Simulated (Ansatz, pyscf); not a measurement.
`[SiH3][S][SH]` -> `[SiH2]=[S]` + `[SH2]`, an elimination on the singlet surface: S–S, H–Si broken, H–S formed. Optimised with ωB97X-D3(BJ)/def2-SVP in PySCF. Wave-function energies: Ansatz (a first-principles code), frozen core, RHF or UHF references. In kJ/mol, from the reactant's lowest minimum found.

```
level                  barrier  reaction energy
---------------------  -------  ---------------
PBE0-D3(BJ)/def2-TZVP   273.36           +86.51
M06-2X/def2-TZVP        289.69           +78.29
CCSD(T)/cc-pV(D+d)Z     286.51           +48.18
CCSDT(Q)/cc-pV(D+d)Z         …                …
CCSD(T)/cc-pV(T+d)Z     287.63           +64.25
CCSD(T)/cc-pV(Q+d)Z          …           +67.99
```

### Question
Some entries are withheld; supply them.

### Answer

- CCSDT(Q)/cc-pV(D+d)Z, barrier: 282.85
- CCSDT(Q)/cc-pV(D+d)Z, reaction energy: +47.48
- CCSD(T)/cc-pV(Q+d)Z, barrier: 289.07

In cc-pV(D+d)Z, going from CCSD(T) to CCSDT(Q) shifts the barrier by -3.67 and the reaction energy by -0.70 kJ/mol. With HF in the quadruple-zeta basis and the correlation energy extrapolated as X⁻³ from X = 3, 4, CCSD(T) gives 289.98 and +71.01; adding the double-zeta shift gives ΔE‡ = 286.31 and ΔE = +70.31 kJ/mol, without core correlation, relativity or geometry relaxation at these levels. The products may also form a dative adduct at H₂Si=S; it and routes through it were not searched. H₃Si–S–SH lies 104.46 kJ/mol over its isomer HS–SiH₂–SH (electronic energy, ωB97M-D3(BJ)/def2-TZVP). This is the saddle that the search found; another between the same sides may lie lower. The largest closed-shell T1 diagnostic is 0.036, which may signal static correlation.
